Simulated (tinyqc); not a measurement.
Extended Hueckel theory, for CH2, step by step. One step of it, computed by the program tinyqc.

Question. Orbitals. Solve H C = S C e through S^(-1/2); fill by pairs from the bottom, a degenerate level sharing its electrons equally; each orbital has its largest coefficient positive (the first on a tie).

H (eV), order 1C 2s, 1C 2px, 1C 2py, 1C 2pz, 2H 1s, 3H 1s:
$$\begin{pmatrix}
-21.400000 & 0.000000 & 0.000000 & 0.000000 & -15.953069 & -15.953069 \\
0.000000 & -11.400000 & 0.000000 & 0.000000 & 0.000000 & 0.000000 \\
0.000000 & 0.000000 & -11.400000 & 0.000000 & -8.839920 & 8.839920 \\
0.000000 & 0.000000 & 0.000000 & -11.400000 & -6.734159 & -6.734159 \\
-15.953069 & 0.000000 & -8.839920 & -6.734159 & -13.600000 & -4.323751 \\
-15.953069 & 0.000000 & 8.839920 & -6.734159 & -4.323751 & -13.600000
\end{pmatrix}$$

overlap S, order 1C 2s, 1C 2px, 1C 2py, 1C 2pz, 2H 1s, 3H 1s:
$$\begin{pmatrix}
1.000000 & 0.000000 & 0.000000 & 0.000000 & 0.520917 & 0.520917 \\
0.000000 & 1.000000 & 0.000000 & 0.000000 & 0.000000 & 0.000000 \\
0.000000 & 0.000000 & 1.000000 & 0.000000 & 0.404111 & -0.404111 \\
0.000000 & 0.000000 & 0.000000 & 1.000000 & 0.307847 & 0.307847 \\
0.520917 & 0.000000 & 0.404111 & 0.307847 & 1.000000 & 0.181670 \\
0.520917 & 0.000000 & -0.404111 & 0.307847 & 0.181670 & 1.000000
\end{pmatrix}$$

valence electrons = 6

Give: orbital energies; occupations; coefficients; sum of one-electron energies.

Answer.

orbital energies (eV): [-23.8461, -15.4359, -12.4120, -11.4000, 6.6585, 25.3413]

occupations: [2.0000, 2.0000, 2.0000, 0.0000, 0.0000, 0.0000]

coefficients, order 1C 2s, 1C 2px, 1C 2py, 1C 2pz, 2H 1s, 3H 1s:
$$\begin{pmatrix}
0.7085 & 0.0000 & -0.3232 & 0.0000 & 0.0000 & 1.2653 \\
0.0000 & 0.0000 & 0.0000 & 1.0000 & 0.0000 & 0.0000 \\
0.0000 & 0.5557 & 0.0000 & 0.0000 & 1.1642 & 0.0000 \\
-0.0239 & 0.0000 & 0.8815 & 0.0000 & 0.0000 & 0.8026 \\
0.2454 & 0.4310 & 0.1531 & 0.0000 & -0.9116 & -1.0143 \\
0.2454 & -0.4310 & 0.1531 & 0.0000 & 0.9116 & -1.0143
\end{pmatrix}$$

sum of one-electron energies = -103.3880 eV
